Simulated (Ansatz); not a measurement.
## A ladder of methods for [SiPH4]− (SMILES [SiH2-]P)

The species is [SiPH4]− (6 atoms), meant as a singlet with charge -1. SMILES: `[SiH2-]P`. The coordinates come from a GFN2-xTB relaxation. This is one conformer, not always the lowest.

```jsonl
{"atom": "Si", "x (Å)": "0.3577", "y (Å)": "-1.0198", "z (Å)": "-0.1326"}
{"atom": "P", "x (Å)": "-0.3552", "y (Å)": "1.0714", "z (Å)": "0.1326"}
{"atom": "H", "x (Å)": "-0.3871", "y (Å)": "-1.6006", "z (Å)": "1.0369"}
{"atom": "H", "x (Å)": "-0.6421", "y (Å)": "-1.4081", "z (Å)": "-1.1859"}
{"atom": "H", "x (Å)": "0.4074", "y (Å)": "1.5654", "z (Å)": "-0.8998"}
{"atom": "H", "x (Å)": "0.6193", "y (Å)": "1.3917", "z (Å)": "1.0488"}
```

Quantity: the energy change with the P2–H5 bond stretched from 1.375 to 3.438 Å, in eV. The values are calculated.

```json
{"level": "PBE/STO-3G (restricted)", "kind": "GGA", "program": "Ansatz", "value (eV)": "4.65", "less FCI/STO-3G": "+0.38", "CPU time (all runs)": "1.7 s"}
{"level": "BHLYP/STO-3G (restricted)", "kind": "global hybrid", "program": "Ansatz", "value (eV)": "6.57", "less FCI/STO-3G": "+2.30", "CPU time (all runs)": "1.8 s"}
{"level": "CAM-B3LYP/STO-3G (restricted)", "kind": "range-separated hybrid", "program": "Ansatz", "value (eV)": "6.28", "less FCI/STO-3G": "+2.01", "CPU time (all runs)": "1.9 s"}
{"level": "wB97X/STO-3G (restricted)", "kind": "range-separated hybrid", "program": "Ansatz", "value (eV)": "6.72", "less FCI/STO-3G": "+2.45", "CPU time (all runs)": "7.1 s"}
{"level": "B2PLYP/STO-3G (restricted)", "kind": "double hybrid", "program": "Ansatz", "value (eV)": "5.16", "less FCI/STO-3G": "+0.89", "CPU time (all runs)": "2.1 s"}
{"level": "MP2/STO-3G (restricted)", "kind": "perturbation theory", "program": "Ansatz", "value (eV)": "5.62", "less FCI/STO-3G": "+1.35", "CPU time (all runs)": "0.27 s"}
{"level": "CCSD(T)/STO-3G (restricted)", "kind": "coupled cluster or CI", "program": "Ansatz", "value (eV)": "3.93", "less FCI/STO-3G": "-0.34", "CPU time (all runs)": "0.32 s"}
{"level": "CCSDTQ/STO-3G (restricted)", "kind": "coupled cluster or CI", "program": "Ansatz", "value (eV)": "4.27", "less FCI/STO-3G": "0.00", "CPU time (all runs)": "8.5 s"}
{"level": "FCI/STO-3G", "kind": "exact in the basis", "program": "Ansatz", "value (eV)": "4.27", "less FCI/STO-3G": "0.00", "CPU time (all runs)": "3.8 s"}
```

FCI/STO-3G is exact within its basis and frozen core, so for wave-function methods in that basis the difference is their error; functionals converge differently with the basis, so for them it is only a difference. Sets without diffuse functions describe the anion poorly. The first shape isn't each level's own minimum. The values span 3.93 to 6.72 eV. All rows use very small basis sets, so even the best lies far from the true value. Times are those of the runs behind each value, whatever else they computed, on shared processors of several kinds: orders of magnitude only.
